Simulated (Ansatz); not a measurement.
# AlPH+ (quintet): wave-function methods side by side, def2-TZVPP

One table from this session's results is given with a row withheld; the runs are named, their logs left out.

The runs use Ansatz 0.2.0, Gaussian basis; def2-TZVPP, core rule «outside noble gas», up to 10 orbitals frozen.

Plan: UHF; ROHF; CCSD(T) on UHF.

**The geometry**

The geometry is a PBE0/def2-TZVP stationary point (not a proven minimum) of the parent state, kept for this charge and spin.

3 atoms, charge 1, spin multiplicity 5.

Atoms are counted from 1 here; the program's logs count them from 0.

Bond lengths: Al1–P2 2.392 Å, P2–H3 1.430 Å. Angles: Al1–P2–H3 98.4°.

Set-up of the first run:

The input, in.yaml:

```yaml
crystal:
  periodic: [false, false, false]
  atoms:
    - {symbol: Al, position_ang: [0.000000, 0.034843, 1.300562]}
    - {symbol: P, position_ang: [0.000000, -0.073644, -1.088657]}
    - {symbol: H, position_ang: [0.000000, 1.330368, -1.360548]}
basis:
  gaussian: {orbitals: def2-TZVPP}
total_charge: 1
magnetization: {spin_polarized: true, initial_magnetization: 4}
hamiltonian: {xc: hf}
output: {orbitals: {seedname: orbitals}}
```

Started as:

```sh
$ ansatz run in.yaml --threads 1 --pin off --events-out ev --progress --plain --max-ram 2816MiB --backend cpu
```

Steps of the session up to this table: UHF; ROHF; CCSD(T) on UHF.

One of the session's tables, all rows but one given; the rest of the session is left out.

| method | from UCCSD(T) (meV) |
| --- | --- |
| ROHF | +4260.3 |
| UHF | ? |
| UMP2 | +907.1 |
| UCCSD | +161.9 |
| UCCSD(T) | 0 |

Estimate the missing values for UHF.

As computed: from UCCSD(T) (meV): +4142.8. In the column «from UCCSD(T) (meV)» it lies between UMP2 (+907.1) and ROHF (+4260.3).
